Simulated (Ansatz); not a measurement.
A relaxed structure of InP. Space group F-43m (No. 216), zinc blende type. Computed with PBEsol (plane waves to 420 eV, PAW, scalar-relativistic; Ansatz, an electronic-structure program).

Space group F-43m (No. 216); a = b = c = 5.8787 Å, α = β = γ = 90.00°

| atom | site | symmetry | x | y | z |
|---|---|---|---|---|---|
| In | 4d | -43m | 0.7500 | 0.7500 | 0.7500 |
| P | 4a | -43m | 0.0000 | 0.0000 | 0.0000 |
(The calculation used a cell of 2 atoms; values per cell refer to that cell.)

**Question.** Estimate the band gap that PBEsol returns for this input.

**Answer.** 0.57 eV, direct at Γ (no spin-orbit coupling).

No spin polarisation in the result.

Measured for InP: a 5.858 Å (static lattice; corrected from measurement; as listed in Daniel Mejia-Rodriguez, S. B. Trickey, Phys. Rev. B (2018)); gap 1.47 eV (static lattice; corrected from measurement; as listed in Wei Chen et al., Physical Review Materials (2018)). Computed minus measured — a: PBEsol +0.4 %; gap: PBEsol -0.90 eV. The computed values are for a static lattice, and a measured gap can be an optical one, lowered by exciton binding.

The run could not lose the symmetry of its start.
